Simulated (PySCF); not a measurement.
**Level sweep**

Compound: 2,2-difluoropropane, C₃H₆F₂.
InChI=1S/C3H6F2/c1-3(2,4)5/h1-2H3

PySCF, dipoles from the SCF density, polarisabilities from static response with core orbitals frozen. Isolated species at its PBE0-D3(BJ)/def2-SVP geometry, gas phase.

Reference dipole: 2.400 D (measured, gas; NIST CCCBDB Release 22 (SRD 101), experimental dipoles). The anisotropy is √(½[(α1 − α2)² + (α2 − α3)² + (α3 − α1)²]).

| level | μ (D) | error (%) | α (Å³) | anisotropy (Å³) |
| --- | --- | --- | --- | --- |
| LDA/def2-SVPD | 2.347 | -2.2 | 6.36 | 0.68 |
| PBE/def2-SVPD | 2.270 | -5.4 | 6.29 | 0.64 |
| B3LYP/def2-SVPD | 2.393 | -0.3 | 6.07 | 0.57 |
| PBE0/def2-SVPD | 2.379 | -0.9 | 6.01 | 0.58 |
| BHandHLYP/def2-SVPD | 2.509 | +4.5 | 5.81 | 0.51 |
| CAM-B3LYP/def2-SVPD | 2.450 | +2.1 | 6.00 | 0.53 |
| wB97X-D/def2-SVPD | 2.404 | +0.2 | 5.98 | 0.54 |
| LC-wPBE/def2-SVPD | 2.429 | +1.2 | 5.89 | 0.49 |
| HF/def2-SVPD | 2.601 | +8.4 | 5.55 | 0.45 |
| PBE0/6-31G* | 2.014 | -16.1 | 4.91 | 0.42 |
| PBE0/def2-SVP | 2.205 | -8.1 | 4.98 | 0.58 |
| PBE0/6-31+G* | 2.416 | +0.7 | 5.58 | 0.38 |
| PBE0/aug-cc-pVDZ | 2.328 | -3.0 | 6.12 | 0.62 |
| PBE0/def2-TZVP | 2.263 | -5.7 | 5.75 | 0.54 |
| PBE0/def2-TZVPD | 2.317 | -3.5 | 6.13 | 0.62 |

For the dipole, the smallest error is 0.2% (wB97X-D/def2-SVPD) and the largest 16.1% (PBE0/6-31G*). The dipole runs from 2.01 D (PBE0/6-31G*) to 2.60 D (HF/def2-SVPD). No reference polarisability is at hand; against PBE0 in the largest diffuse basis at hand (def2-TZVPD) the other PBE0 rows deviate by 6-31G* -20%, def2-SVP -19%, 6-31+G* -9%, def2-SVPD -2%, aug-cc-pVDZ 0%, def2-TZVP -6%. In one basis (def2-SVPD) the functionals order the polarisability from HF (lowest) to LDA (highest), a spread of 14%. With PBE0 the polarisability is 5.21 Å³ without diffuse functions (mean of 6-31G*, def2-SVP and def2-TZVP) and 5.96 Å³ with them (mean of 6-31+G*, def2-SVPD, aug-cc-pVDZ and def2-TZVPD). Measured values can belong to vibrating molecules and may average over conformers; the computed ones are for one fixed geometry.
